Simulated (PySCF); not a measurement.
Species: protonated nitrous oxide, HN₂O (charge +1).
InChI=1S/N2O/c1-2-3/p+1

Level of theory: MP2 and CCSD/aug-cc-pVDZ in PySCF, restricted Hartree–Fock reference, frozen core, non-relativistic, gas phase, PBE0-D3(BJ)/def2-SVP geometry.

E(HF) = -183.94987 Eh.

Task: How large is the problem?

Result: 78 basis functions and 22 electrons; 3 orbitals frozen, which leaves o = 8 correlated occupied and v = 67 virtual orbitals. That is o·v = 536 singles and o·v(o·v + 1)/2 = 143916 distinct closed-shell doubles amplitudes before symmetry; the costliest CCSD step grows as o²v⁴ = 1.3 × 10^9.

Task: What are the MP2 and CCSD correlation energies?

Result: MP2 -0.5211 Eh and CCSD -0.5237 Eh, which gives totals of -184.47093 and -184.47356 Eh. That is 0.891 eV for each correlated electron at CCSD (1375 kJ/mol in all, 0.284 % of the total energy); MP2 gives 99.5 % of the CCSD value.

Task: What is the T1 diagnostic?

Result: 0.0169, below the customary warning level of 0.02. It is the norm of the spatial-orbital singles amplitudes over the root of the number of correlated electrons, so the norm is 0.068.

No triples correction and no basis-set extrapolation were made.

The job also held the EOM ionisation and excitation roots. The run took 73 s on Arm Neoverse V1, one thread, no GPU, shared host with 32 logical CPUs at a one-minute load of 12, and the process peaked at 0.51 GiB of memory.
